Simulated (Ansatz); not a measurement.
Reaction: CH5BS (SMILES CSB) → BH2S (SMILES B[S], doublet) + CH3 (SMILES [CH3], doublet) (the C-S bond breaks)
Each species at its own B3LYP-D3(BJ)/def2-TZVP minimum (Ansatz, an electronic-structure program).

Total energies in hartree (Ansatz). Radicals and triplets start from unrestricted determinants; spin-orbit coupling is neglected. Correlated methods leave the cores frozen. No relativity.

| species | HF/cc-pV(T+d)Z | CCSD(T)/cc-pV(T+d)Z | HF/cc-pV(Q+d)Z | CCSD(T)/cc-pV(Q+d)Z | CCSD(T)/cc-pV(D+d)Z | CCSDT(Q)/cc-pV(D+d)Z |
|---|---|---|---|---|---|---|
| 1: CH5BS (SMILES BSC) | -463.04704 | -463.57252 | -463.05471 | -463.60975 | -463.44129 | -463.44322 |
| 2: BH2S (SMILES B[S], doublet) | -423.39912 | -423.69611 | -423.40412 | -423.71909 | -423.61603 | -423.61763 |
| 3: CH3 (SMILES [CH3], doublet) | -39.57748 | -39.76098 | -39.58026 | -39.77245 | -39.71583 | -39.71634 |

Task: Work out the bond dissociation energy (electronic) in kcal/mol: take Hartree-Fock from cc-pV(Q+d)Z, extrapolate the CCSD(T) correlation energy as X^-3 (X = 3, 4), and add CCSDT(Q) - CCSD(T) in cc-pV(D+d)Z. 1 hartree = 627.51 kcal/mol.

Result: 
Species 1: correlation (64·(-0.55504) - 27·(-0.52548))/37 = -0.57661; step -0.00193; E1 = -463.05471 + (-0.57661) + (-0.00193) = -463.63325
Species 2: correlation (64·(-0.31497) - 27·(-0.29699))/37 = -0.32809; step -0.00160; E2 = -423.40412 + (-0.32809) + (-0.00160) = -423.73381
Species 3: correlation (64·(-0.19219) - 27·(-0.18350))/37 = -0.19853; step -0.00051; E3 = -39.58026 + (-0.19853) + (-0.00051) = -39.77930
-1·E1 +1·E2 +1·E3 = 0.12014 hartree = 75.4 kcal/mol.
